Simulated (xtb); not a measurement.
**SiN2H6 (Si(NH2)2H2) at GFN2-xTB (ALPB benzaldehyde, reference state reference, surface grid vtight)**

Wanted: a geometry optimisation of SiN2H6 (Si(NH2)2H2). 

The calculation is run with xtb 6.7.1.

6 further runs of the same task are left out: 6 set aside as unsound or not needed.

## Step 1: The system as given

The species is SiN2H6 (9 atoms), meant as a singlet with charge 0. As SMILES, `[H][Si]([H])(N)N`. All atoms were displaced at random from a relaxed shape. The run starts from this shape.

Bond lengths: Si1–N2 1.756 Å, Si1–N5 1.805 Å, N2–H3 0.968 Å, N2–H4 0.938 Å, N5–H6 1.084 Å, N5–H7 0.835 Å, Si1–H8 1.424 Å, Si1–H9 1.470 Å. Some angles: N2–Si1–N5 106.3°, Si1–N2–H3 122.6°, Si1–N2–H4 116.6°, N2–Si1–H8 103.0°, N2–Si1–H9 113.2°, N5–Si1–H8 108.3°, N5–Si1–H9 100.4°, Si1–N5–H6 111.9°, Si1–N5–H7 121.3°, H3–N2–H4 97.6°.

## Step 2: A geometry optimisation at GFN2-xTB (ALPB benzaldehyde, reference state reference, surface grid vtight)

File detailed.inp:

```
$opt
   hlow=0.05
$gbsa
   gbsagrid=vtight
$end
```

File coord:

```
$coord
     -1.038207973965      0.139514700329     -0.765159556492  si
     -0.621546040198      0.266602561662      2.523663099023  n
      0.084809018747     -1.122024886497      3.481319607200  h
     -2.080486418002      0.504857341729      3.500451194486  h
      2.075926508864     -0.210991701267     -2.113161672423  n
      3.264698411808      1.409684666365     -1.719790613143  h
      2.822954143189     -1.601692178984     -2.100037524488  h
     -1.941419582765      2.604333617558     -1.358932291836  h
     -2.226794683749     -2.218438314826     -1.629801855088  h
$end
```

Started as:

```sh
$ xtb coord --wbo --gfn 2 -o --alpb benzaldehyde reference --input detailed.inp --parallel 1 > xtb.out 2> xtb.err
```

What values should one expect? Wanted: total energy at the end; dipole moment; HOMO energy; LUMO energy; HOMO–LUMO gap; dispersion energy; solvent term in the energy; mean polarisability.

Computed results:

Level: GFN2-xTB (ALPB benzaldehyde, reference state reference, surface grid vtight).

| quantity | value |
| --- | --- |
| total energy at the end | -10.66341 Eh |
| dipole moment | 1.95 D |
| HOMO energy | -10.25 eV |
| LUMO energy | -3.95 eV |
| HOMO–LUMO gap | 6.30 eV |
| dispersion energy | -10.52 kJ/mol |
| solvent term in the energy | -15.5 kJ/mol |
| mean polarisability (D4 model) | 51.3 bohr³ |

In words: At the final geometry: Bond lengths: Si1–N2 1.732 Å, Si1–N5 1.724 Å, N2–H3 1.009 Å, N2–H4 1.008 Å, N5–H6 1.008 Å, N5–H7 1.007 Å, Si1–H8 1.462 Å, Si1–H9 1.470 Å. Some angles: N2–Si1–N5 112.6°, Si1–N2–H3 118.4°, Si1–N2–H4 118.0°, N2–Si1–H8 104.7°, N2–Si1–H9 115.0°, N5–Si1–H8 107.6°, N5–Si1–H9 103.8°, Si1–N5–H6 117.7°, Si1–N5–H7 118.6°, H3–N2–H4 109.2°. The optimisation took 9 steps and changed the energy by -1.519 eV.
